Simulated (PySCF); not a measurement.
## Energy profile

The step: C₂H₂ (C#C) + AlH₃ → C₂H₅Al ([CH2][CH][AlH2]); bonds formed: Al1–C5, H2–C6; bonds broken: Al1–H2 (atoms numbered as in the saddle structure below).

```tsv
atom	x (Å)	y (Å)	z (Å)
Al1	-0.8015	-0.5946	-0.4317
H2	-0.4529	-0.9968	1.1195
H3	-0.2630	-1.6642	-1.4720
H4	-2.1544	0.2238	-0.5580
C5	0.7347	0.8812	-0.2917
C6	0.8003	0.3939	0.8397
H7	1.0462	1.5667	-1.0540
H8	1.0905	0.1900	1.8481
```

Electronic energies by CCSD(T) at an estimated basis limit (MP2 extrapolated from triple and quadruple zeta, plus CCSD(T) − MP2 in triple zeta), on PBE0-D4/def2-TZVP structures; C$_{2}$H$_{5}$Al, singlet; no counterpoise correction. PySCF 2.14 with density fitting (its default auxiliary sets; JK sets also for MP2 and CCSD(T)); basis: def2-TZVPP and def2-QZVPP; cores frozen in the correlated methods. Extrapolation: Hartree–Fock as exp(−7.88 √X), correlation as X^−2.97.

Question: Give the profile in kJ/mol, counted from the separated reactants. (To be estimated.)

Answer: The calculation gives:
| point | kJ/mol |
| --- | --- |
| separated: AlH$_{3}$ (Al1, H2, H3, H4; singlet) + C$_{2}$H$_{2}$ (linked as [CH][CH]; C5, C6, H7, H8; singlet) | 0.0 |
| start structure | -42.7 |
| saddle | 4.4 |
| end structure | -197.9 |

No T1 diagnostic of these runs exceeds 0.019.

For scale, one of the runs: CCSD(T)/def2-TZVPP, 174 basis functions, launched by `OMP_NUM_THREADS=4 python run.py`. The run took 2.5 min on 4 CPU threads of an Arm Neoverse V1 (shared host), with 1.2 GiB of host memory at its peak.
